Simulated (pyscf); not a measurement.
Thermochemistry of product channels of H₂Se + SiH₂ [singlet] on the singlet surface, in kcal/mol, from ωB97M-D3(BJ)/def2-TZVP energies (ideal gas, 1 atm, RRHO with modes under 100 cm⁻¹ raised to 100, one conformer, R ln 2 for rigid chiral ones). PySCF, gas phase, ωB97X-D3(BJ)/def2-SVP geometries.

| products | ΔE | ΔH(298 K) | ΔG(298 K) | ΔG(900 K) |
|---|---|---|---|---|
| H₃Si–SeH | -68.3 | -65.1 | -55.0 | -35.1 |
| H₂Si=Se + H₂ | -38.8 | -38.1 | -35.5 | -31.0 |
| :HSi–SeH [singlet] + H₂ | -26.7 | -26.4 | -24.5 | -21.6 |

These are energies of the channels, which say nothing of barriers. Elements up to Kr have no core potential and no relativistic terms here.
